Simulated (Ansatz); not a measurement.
System: C$_{3}$H$_{7}$O, charge 0, multiplicity 2. It need not be the lowest isomer of its formula. SMILES: [CH2]C(C)O
Geometry from a B3LYP-D3(BJ)/def2-TZVP (Ansatz, an electronic-structure program) optimisation:
```
C
H 1 1.1065
O 1 1.4303 2 108.73
H 3 0.9631 1 108.37 2 58.99
C 1 1.4800 2 108.72 3 -116.89
H 5 1.0796 1 119.84 2 100.56
H 5 1.0804 6 119.71 1 173.20
C 1 1.5309 2 107.56 3 120.76
H 8 1.0905 1 110.05 2 -178.21
H 8 1.0917 9 108.80 1 121.49
H 8 1.0930 9 108.77 10 117.27
```
Charge 0, spin multiplicity 2.

Parts of the frozen-core correlation energy in 6-31G* (Ansatz, hartree). Frozen orbitals: 4; correlated occupied orbitals by spin: 13 and 12; virtual: 57 and 58. UHF or UKS for open shells. Spin-orbit coupling is left out. Non-relativistic.

| term | value |
|---|---|
| reference (HF) | -192.48033 |
| MP2 opposite-spin | [?] |
| MP2 same-spin | [?] |
| CCSD correlation | [?] |
| (T) | -0.01477 |
| T1 diagnostic | 0.010 |
| largest doubles amplitude | 0.022 |
| <S^2> of the reference | 0.763 |

Q: Some entries are withheld; supply them.

A: 
- MP2 opposite-spin, value: -0.41173
- MP2 same-spin, value: -0.13479
- CCSD correlation, value: -0.59184
